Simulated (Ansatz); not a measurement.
Born–Oppenheimer molecular dynamics of C2H7NOS (12 atoms, charge 0, multiplicity 1). It goes on from the last frame of an earlier run, with new velocities.

Method: RKS r2SCAN/STO-3G (Ansatz 0.2.0).

```json
{
 "ensemble": "NVE (velocity Verlet)",
 "time step": "0.5 fs",
 "steps asked": "387",
 "starting velocities drawn for": "1000 K",
 "masses": "H 2.014 u",
 "seed": "510923"
}
```

Frames 0.5 fs apart, positions in Å, forces in eV/Å.

Velocities at 65.0 fs (Å/ps):

```
C -1.89 1.49 -9.71
N 2.26 4.42 -5.02
C 16.22 7.73 0.21
O -6.68 3.19 8.34
S -7.95 -2.48 3.45
H -18.17 -1.59 -5.55
H 17.56 -8.21 17.15
H 4.46 -9.52 6.02
H 36.84 -20.14 -31.49
H -15.64 -1.76 -15.38
H 21.66 -21.90 -1.60
H 31.72 -8.47 1.22
```

```xyz
12
Properties=species:S:1:pos:R:3:forces:R:3 time_fs=65.0 energy_less_start_eV=0.081 T=937
C -0.669 -0.873 1.296 -3.77 1.88 -1.33
N 0.534 -0.200 0.661 -1.24 -2.70 -0.35
C 0.201 0.200 -0.742 3.57 1.23 -0.92
O 0.342 -0.920 -1.699 -2.75 0.35 0.67
S 1.687 1.294 -1.143 -0.58 1.22 -0.84
H -1.398 -0.099 1.801 1.55 -1.38 -0.67
H -0.295 -1.537 2.019 0.55 -1.53 1.95
H -1.403 -1.469 0.609 2.13 1.07 0.64
H 0.717 0.592 1.300 0.23 1.32 -0.06
H -0.685 0.838 -0.854 -1.21 -0.50 -0.46
H 1.342 -1.011 -1.684 1.10 -0.16 0.23
H 1.110 1.942 -2.257 0.44 -0.80 1.14
12
Properties=species:S:1:pos:R:3:forces:R:3 time_fs=65.5 energy_less_start_eV=-0.009 T=1006
C -0.671 -0.872 1.291 -3.29 1.49 -0.53
N 0.535 -0.198 0.658 -1.50 -3.21 -0.76
C 0.209 0.204 -0.742 2.92 1.34 -1.00
O 0.339 -0.919 -1.694 -1.87 0.18 0.57
S 1.683 1.293 -1.141 -0.22 1.25 -0.68
H -1.406 -0.100 1.798 1.63 -1.39 -0.71
H -0.286 -1.542 2.029 0.23 -0.97 1.34
H -1.399 -1.473 0.612 2.05 1.02 0.49
H 0.736 0.582 1.284 0.32 1.79 0.44
H -0.693 0.837 -0.862 -0.81 -0.72 -0.36
H 1.354 -1.022 -1.685 0.26 -0.07 0.23
H 1.126 1.937 -2.256 0.29 -0.72 0.97
12
Properties=species:S:1:pos:R:3:forces:R:3 time_fs=66.0 energy_less_start_eV=-0.073 T=1055
C -0.673 -0.871 1.286 -2.69 1.08 0.30
N 0.536 -0.197 0.656 -1.72 -3.61 -1.10
C 0.219 0.208 -0.742 2.21 1.41 -1.08
O 0.335 -0.917 -1.690 -1.03 0.00 0.46
S 1.679 1.292 -1.139 0.17 1.28 -0.48
H -1.412 -0.103 1.794 1.65 -1.35 -0.72
H -0.276 -1.548 2.040 -0.11 -0.40 0.71
H -1.393 -1.476 0.616 1.92 0.92 0.31
H 0.754 0.575 1.268 0.42 2.17 0.87
H -0.703 0.835 -0.870 -0.40 -0.91 -0.26
H 1.365 -1.033 -1.685 -0.53 0.03 0.23
H 1.143 1.931 -2.254 0.12 -0.61 0.76
12
Properties=species:S:1:pos:R:3:forces:R:3 time_fs=66.5 energy_less_start_eV=-0.109 T=1083
C -0.675 -0.870 1.281 -2.00 0.70 1.11
N 0.536 -0.196 0.653 -1.89 -3.85 -1.32
C 0.228 0.212 -0.743 1.47 1.44 -1.16
O 0.331 -0.916 -1.686 -0.27 -0.18 0.35
S 1.675 1.291 -1.138 0.58 1.30 -0.24
H -1.417 -0.108 1.789 1.62 -1.25 -0.70
H -0.267 -1.555 2.052 -0.44 0.13 0.11
H -1.385 -1.477 0.620 1.73 0.77 0.08
H 0.774 0.571 1.254 0.48 2.39 1.18
H -0.713 0.832 -0.879 0.00 -1.08 -0.16
H 1.377 -1.044 -1.685 -1.22 0.12 0.24
H 1.159 1.925 -2.250 -0.06 -0.49 0.51
12
Properties=species:S:1:pos:R:3:forces:R:3 time_fs=67.0 energy_less_start_eV=-0.118 T=1090
C -0.678 -0.868 1.276 -1.25 0.38 1.86
N 0.536 -0.196 0.650 -1.98 -3.88 -1.37
C 0.238 0.217 -0.743 0.71 1.40 -1.23
O 0.327 -0.914 -1.681 0.38 -0.35 0.24
S 1.671 1.290 -1.136 1.01 1.32 0.02
H -1.419 -0.115 1.783 1.54 -1.12 -0.64
H -0.258 -1.561 2.065 -0.73 0.60 -0.43
H -1.375 -1.478 0.625 1.49 0.57 -0.18
H 0.794 0.569 1.241 0.49 2.41 1.34
H -0.723 0.828 -0.888 0.38 -1.20 -0.06
H 1.386 -1.055 -1.685 -1.80 0.21 0.24
H 1.176 1.918 -2.246 -0.25 -0.35 0.23
12
Properties=species:S:1:pos:R:3:forces:R:3 time_fs=67.5 energy_less_start_eV=-0.107 T=1082
C -0.681 -0.866 1.272 -0.47 0.13 2.52
N 0.536 -0.196 0.647 -1.95 -3.69 -1.26
C 0.248 0.222 -0.744 -0.05 1.29 -1.30
O 0.323 -0.912 -1.677 0.91 -0.50 0.12
S 1.668 1.289 -1.134 1.46 1.33 0.31
H -1.419 -0.122 1.777 1.40 -0.93 -0.56
H -0.251 -1.567 2.077 -0.98 0.99 -0.90
H -1.362 -1.478 0.629 1.20 0.34 -0.48
H 0.815 0.570 1.230 0.43 2.23 1.35
H -0.732 0.822 -0.897 0.73 -1.28 0.03
H 1.394 -1.066 -1.685 -2.25 0.29 0.24
H 1.192 1.911 -2.242 -0.43 -0.20 -0.08
12
Properties=species:S:1:pos:R:3:forces:R:3 time_fs=68.0 energy_less_start_eV=-0.079 T=1060
C -0.685 -0.865 1.268 0.33 -0.06 3.07
N 0.536 -0.198 0.643 -1.80 -3.30 -0.99
C 0.258 0.228 -0.746 -0.79 1.12 -1.35
O 0.319 -0.911 -1.673 1.33 -0.63 0.01
S 1.664 1.288 -1.133 1.92 1.36 0.61
H -1.418 -0.131 1.770 1.20 -0.70 -0.44
H -0.244 -1.571 2.087 -1.19 1.30 -1.27
H -1.349 -1.478 0.633 0.88 0.07 -0.79
H 0.836 0.574 1.221 0.29 1.86 1.21
H -0.741 0.814 -0.906 1.02 -1.31 0.11
H 1.399 -1.076 -1.684 -2.58 0.35 0.25
H 1.208 1.903 -2.238 -0.61 -0.05 -0.40
12
Properties=species:S:1:pos:R:3:forces:R:3 time_fs=68.5 energy_less_start_eV=-0.039 T=1029
C -0.688 -0.863 1.265 1.13 -0.21 3.49
N 0.535 -0.199 0.639 -1.54 -2.75 -0.63
C 0.268 0.233 -0.747 -1.52 0.88 -1.40
O 0.316 -0.909 -1.668 1.63 -0.75 -0.10
S 1.660 1.288 -1.131 2.37 1.40 0.90
H -1.415 -0.141 1.762 0.95 -0.42 -0.29
H -0.238 -1.575 2.096 -1.34 1.53 -1.57
H -1.334 -1.478 0.635 0.55 -0.22 -1.10
H 0.857 0.580 1.212 0.08 1.35 0.98
H -0.748 0.805 -0.914 1.27 -1.30 0.19
H 1.400 -1.086 -1.683 -2.79 0.39 0.25
H 1.223 1.896 -2.234 -0.78 0.10 -0.72
12
Properties=species:S:1:pos:R:3:forces:R:3 time_fs=69.0 energy_less_start_eV=0.012 T=990
C -0.691 -0.861 1.262 1.90 -0.34 3.78
N 0.534 -0.202 0.635 -1.20 -2.12 -0.21
C 0.277 0.239 -0.749 -2.21 0.58 -1.42
O 0.312 -0.908 -1.663 1.83 -0.84 -0.21
S 1.657 1.287 -1.129 2.80 1.46 1.16
H -1.412 -0.151 1.754 0.64 -0.10 -0.11
H -0.235 -1.576 2.104 -1.45 1.68 -1.78
H -1.319 -1.478 0.637 0.23 -0.51 -1.40
H 0.879 0.588 1.206 -0.19 0.77 0.69
H -0.754 0.795 -0.923 1.47 -1.24 0.25
H 1.399 -1.096 -1.681 -2.89 0.42 0.25
H 1.237 1.888 -2.231 -0.93 0.24 -1.02
12
Properties=species:S:1:pos:R:3:forces:R:3 time_fs=69.5 energy_less_start_eV=0.067 T=948
C -0.694 -0.860 1.260 2.62 -0.48 3.91
N 0.532 -0.204 0.632 -0.79 -1.46 0.22
C 0.286 0.245 -0.751 -2.87 0.23 -1.42
O 0.309 -0.907 -1.659 1.92 -0.91 -0.31
S 1.653 1.287 -1.128 3.22 1.56 1.38
H -1.407 -0.162 1.746 0.29 0.24 0.10
H -0.233 -1.575 2.109 -1.51 1.78 -1.91
H -1.303 -1.478 0.637 -0.06 -0.77 -1.65
H 0.900 0.597 1.200 -0.49 0.17 0.40
H -0.758 0.783 -0.931 1.61 -1.15 0.30
H 1.394 -1.105 -1.680 -2.89 0.43 0.25
H 1.250 1.881 -2.230 -1.04 0.35 -1.28
12
Properties=species:S:1:pos:R:3:forces:R:3 time_fs=70.0 energy_less_start_eV=0.121 T=907
C -0.696 -0.858 1.259 3.24 -0.65 3.88
N 0.531 -0.207 0.628 -0.36 -0.81 0.62
C 0.294 0.251 -0.753 -3.46 -0.17 -1.40
O 0.306 -0.906 -1.655 1.90 -0.96 -0.41
S 1.651 1.287 -1.126 3.59 1.69 1.54
H -1.402 -0.172 1.738 -0.10 0.61 0.32
H -0.233 -1.572 2.112 -1.53 1.81 -1.97
H -1.288 -1.480 0.634 -0.29 -0.96 -1.83
H 0.921 0.605 1.194 -0.79 -0.40 0.13
H -0.761 0.770 -0.939 1.69 -1.02 0.35
H 1.385 -1.113 -1.678 -2.77 0.42 0.25
H 1.262 1.874 -2.230 -1.13 0.44 -1.49
12
Properties=species:S:1:pos:R:3:forces:R:3 time_fs=70.5 energy_less_start_eV=0.164 T=873
C -0.697 -0.857 1.259 3.73 -0.85 3.68
N 0.529 -0.210 0.624 0.08 -0.22 0.97
C 0.302 0.257 -0.755 -4.00 -0.60 -1.35
O 0.304 -0.905 -1.650 1.77 -0.98 -0.50
S 1.648 1.287 -1.124 3.93 1.86 1.62
H -1.397 -0.181 1.730 -0.50 0.98 0.54
H -0.235 -1.567 2.113 -1.50 1.78 -1.95
H -1.273 -1.483 0.630 -0.44 -1.08 -1.91
H 0.941 0.614 1.188 -1.07 -0.91 -0.10
H -0.761 0.755 -0.947 1.72 -0.86 0.38
H 1.373 -1.121 -1.676 -2.54 0.39 0.25
H 1.272 1.868 -2.232 -1.18 0.48 -1.61
```

Of the whole run (194 fs, mean temperature of the second half 811 K): The conserved energy stayed within 0.27 meV per atom of its start (net change -0.031 meV per atom), so the integration is sound. A run of 0.19 ps of so small a system gives no equilibrium averages. Limits of this set-up: minimal basis.

The run took 27 min on 1 thread of Arm Neoverse N1, on a shared host, peak memory 0.093 GiB.
